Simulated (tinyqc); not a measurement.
Extended Hueckel theory, for CH3+, step by step. The parameters take no account of the charge, which enters only through the electron count. One step of it, computed by the program tinyqc.

Problem. Wolfsberg-Helmholz matrix. H_ij = K' S_ij (H_ii + H_jj)/2 for i != j (the diagonal keeps H_ii), with K' = 1.75.

overlap S, order 1C 2s, 1C 2px, 1C 2py, 1C 2pz, 2H 1s, 3H 1s, 4H 1s:
```
[[1.000000, 0.000000, 0.000000, 0.000000, 0.479438, 0.479522, 0.479522],
 [0.000000, 1.000000, 0.000000, 0.000000, 0.483344, -0.241515, -0.241515],
 [0.000000, 0.000000, 1.000000, 0.000000, 0.000000, 0.418741, -0.418741],
 [0.000000, 0.000000, 0.000000, 1.000000, -0.006514, -0.006516, -0.006516],
 [0.479438, 0.483344, 0.000000, -0.006514, 1.000000, 0.115996, 0.115996],
 [0.479522, -0.241515, 0.418741, -0.006516, 0.115996, 1.000000, 0.115878],
 [0.479522, -0.241515, -0.418741, -0.006516, 0.115996, 0.115878, 1.000000]]
```

diagonal H_ii (eV): [-21.400000, -11.400000, -11.400000, -11.400000, -13.600000, -13.600000, -13.600000]

K = 1.750000

Give: H.

Solution.

H (eV), order 1C 2s, 1C 2px, 1C 2py, 1C 2pz, 2H 1s, 3H 1s, 4H 1s:
```
[[-21.4000, 0.0000, 0.0000, 0.0000, -14.6828, -14.6853, -14.6853],
 [0.0000, -11.4000, 0.0000, 0.0000, -10.5732, 5.2831, 5.2831],
 [0.0000, 0.0000, -11.4000, 0.0000, 0.0000, -9.1600, 9.1600],
 [0.0000, 0.0000, 0.0000, -11.4000, 0.1425, 0.1425, 0.1425],
 [-14.6828, -10.5732, 0.0000, 0.1425, -13.6000, -2.7607, -2.7607],
 [-14.6853, 5.2831, -9.1600, 0.1425, -2.7607, -13.6000, -2.7579],
 [-14.6853, 5.2831, 9.1600, 0.1425, -2.7607, -2.7579, -13.6000]]
```
